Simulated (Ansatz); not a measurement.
A structure relaxed at PBE0-D4/def2-TZVP, charge 0, multiplicity 1:

| atom | x (Å) | y (Å) | z (Å) |
| --- | --- | --- | --- |
| C1 | -0.8784 | 0.4732 | 1.2247 |
| B2 | 0.4435 | 0.0462 | 0.5371 |
| Si3 | 0.5922 | -0.5146 | -1.3962 |
| H4 | -0.8628 | 1.5741 | 1.1211 |
| H5 | -0.9183 | 0.2848 | 2.3000 |
| H6 | -1.7999 | 0.1392 | 0.7449 |
| H7 | 1.4612 | 0.0849 | 1.1744 |
| H8 | 1.6905 | 0.2102 | -2.0972 |
| H9 | -0.6617 | -0.3292 | -2.1807 |
| H10 | 0.9337 | -1.9689 | -1.4280 |

(1) Give its formula and SMILES.

(2) Summarise the bond lengths by kind.

## Answers

(1) CH7BSi, `CB[SiH3]`.

(2) 1 × B–C 1.550 Å; 3 × C–H 1.091 to 1.106 Å; 1 × B–Si 2.018 Å; 1 × B–H 1.201 Å; 3 × H–Si 1.491 to 1.494 Å.

Results of the Gaussian-basis code of Ansatz.
